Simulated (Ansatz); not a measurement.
Input for Ansatz (development build ahead of 0.2.0):

```yaml
crystal:
  periodic: [false, false, false]
  atoms:
    - { symbol: C, position_ang: [-0.4524, -0.7396, 1.1693] }
    - { symbol: C, position_ang: [-0.1873, 0.6883, 1.269] }
    - { symbol: C, position_ang: [0.2651, 1.4279, 0.0997] }
    - { symbol: C, position_ang: [0.4524, 0.7396, -1.1693] }
    - { symbol: C, position_ang: [0.1873, -0.6883, -1.269] }
    - { symbol: C, position_ang: [-0.2651, -1.4279, -0.0997] }
    - { symbol: H, position_ang: [-0.8042, -1.3148, 2.0787] }
    - { symbol: H, position_ang: [-0.3329, 1.2235, 2.2559] }
    - { symbol: H, position_ang: [0.4713, 2.5383, 0.1772] }
    - { symbol: H, position_ang: [0.8042, 1.3148, -2.0787] }
    - { symbol: H, position_ang: [0.3329, -1.2235, -2.2559] }
    - { symbol: H, position_ang: [-0.4713, -2.5383, -0.1772] }
basis:
  gaussian: { orbitals: STO-3G }
hamiltonian:
  xc: hf
```

The input is written out in the form of the current development build from the run's settings.

Output:

- Converged: yes
- Total energy: -227.84876 hartree
- Spin squared of the determinant: 0.000

Caution: no unrestricted run beside it, a lower state can exist.
